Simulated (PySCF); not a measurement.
Reaction (SMILES): [Si-]#[O+] (O-Si) + 3 [H][H] (H2) → O (H2O) + [SiH4] (SiH4)
B3LYP-D3(BJ)/def2-TZVP geometries, fixed; electronic energies without zero-point terms.

Basis-set convergence of the energy of full hydrogenation at PBE with PySCF. All functions are spherical. Density fitting with generated auxiliary sets. In sets without p functions on hydrogen, species with hydrogen take exact integrals. No added dispersion term, no relativity. Functions are those of the species that has most. Reference: the value in def2-QZVPPD, -37.65 kcal/mol, itself unsure by roughly 0.67 kcal/mol (its mean distance from pcseg-3, def2-QZVPP, cc-pV(Q+d)Z). Deviations are taken from unrounded values.

| basis | functions | energy of full hydrogenation (kcal/mol) | minus reference (kcal/mol) |
|---|---|---|---|
| STO-3G | 14 | -34.62 | 3.03 |
| def2-SV(P) | 32 | -29.61 | 8.04 |
| 6-31G** | 38 | -33.52 | 4.13 |
| def2-SVP | 38 | -40.63 | -2.98 |
| 6-311G** | 50 | -36.27 | 1.38 |
| def2-SVPD | 56 | -49.93 | -12.28 |
| aug-pcseg-1 | 63 | -44.08 | -6.43 |
| aug-cc-pV(D+d)Z | 68 | -46.45 | -8.80 |
| def2-TZVP | 68 | -35.01 | 2.64 |
| 6-311++G(2d,2p) | 75 | -38.81 | -1.17 |
| def2-TZVPD | 83 | -36.95 | 0.70 |
| pcseg-2 | 90 | -37.86 | -0.21 |
| def2-TZVPP | 98 | -37.09 | 0.55 |
| def2-TZVPPD | 116 | -38.34 | -0.69 |
| aug-pcseg-2 | 142 | -38.11 | -0.47 |
| aug-cc-pV(T+d)Z | 147 | -37.76 | -0.12 |
| cc-pV(Q+d)Z | 184 | -36.36 | 1.28 |
| def2-QZVPP | 190 | -37.14 | 0.51 |
